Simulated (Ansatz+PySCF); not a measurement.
The numbers below are computed, except where a source is named.
## PySCF 2.14.0 run

```python
from pyscf import gto, scf

mol = gto.M(atom="""
C 0.823920 -0.005980 -0.026820
C -0.470450 0.722900 0.019160
C -0.409950 -0.776590 0.035400
H 1.423510 0.000490 0.884790
H 1.442600 0.037210 -0.943510
H -0.685200 1.248470 -0.925180
H -0.720250 1.286070 0.871840
H -0.694620 -1.232150 0.914670
H -0.776350 -1.279780 -0.932910
""", basis='def2-svp', charge=0, spin=0)
mf = scf.UHF(mol)
mf.init_guess = 'atom'
mf.kernel()
while True:  # follow internal instabilities
    mo, _, stable, _ = mf.stability(return_status=True)
    if stable: break
    mf.kernel(mf.make_rdm1(mo, mf.mo_occ))
print(mf.converged, mf.e_tot, mf.spin_square()[0])
```

The script is written out from the run's settings.

The run gave:

```json
{
 "Converged": "yes",
 "Total energy": "-116.96720 hartree",
 "Spin squared of the determinant": "0.000"
}
```
